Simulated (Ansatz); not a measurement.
# Low-lying states of F2

Program: Ansatz, Gaussian basis, development build. State-averaged CASSCF with equal weights; occupations are averaged over the states; levels count from the state that is lowest in CASSCF. CASSCF levels without dynamic correlation can be off by over 1 eV. No symmetry is imposed, so a solution can break that of the shape. The lowest solution met needn't be the lowest there is, nor hold the orbitals that a chemist would pick. The average may hold one member of a degenerate pair alone.

Geometry: bond length 3.2476 Å. A bond is stretched, to 2.85 times the sum of the covalent radii.

Basis cc-pVTZ, nonrelativistic, 2 orbitals frozen in the corrections; active space CAS(10,6). Averaged: 3 singlets.

(1) Give the levels in order.

Results:

(1) 

```csv
state,CASSCF (eV)
singlet,0.000
singlet,0.000
singlet,0.010
```

Occupations: 2.00, 2.00, 1.67, 1.67, 1.67, 1.00.
